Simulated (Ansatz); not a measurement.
Compare A (`CC1OCCCO1`) with its isomer B (`CCOC(=O)CC`).

Computed with Ansatz on PBE0-D4/def2-TZVP structures; ΔE is electronic, products minus reactants. CCSD(T)/CBS adds triple-zeta CCSD(T) − MP2 to the extrapolated MP2 energy (def2 sets, frozen cores). Functionals use def2-TZVPP. B3LYP here is the variant with VWN-RPA as its local correlation; programs differ in this. Each species was taken in one conformer, which may not be the lowest.

Task: Which is lower in electronic energy at CCSD(T)/CBS, and by how much? (Estimate.)

Result: Ansatz gave: B, by 21.3 kcal/mol.

Task: Give E(B) − E(A) in kcal/mol with B3LYP-D4, PBE0-D4, r2SCAN-D4, PBE-D4, ωB97M-V, HF/def2-TZVPP, CCSD(T)/def2-TZVPP. (Estimate.)

Result: The calculation gave: B3LYP-D4 -24.6, PBE0-D4 -21.0, r2SCAN-D4 -24.1, PBE-D4 -23.9, ωB97M-V -22.0, HF/def2-TZVPP -26.3, CCSD(T)/def2-TZVPP -21.6. None reverses the order clearly.

Largest T1 diagnostic: 0.013.

In def2-TZVPP, CCSD(T) changes the Hartree–Fock value by +4.7 kcal/mol (the triples alone add −0.3 kcal/mol) and MP2 by +4.2 kcal/mol. The D4 term adds +2.3 kcal/mol with B3LYP and +1.2 kcal/mol with PBE0; it sums over pairs of atoms, weighted by their polarisabilities, and B3LYP, whose exchange is more repulsive, gets the larger term.
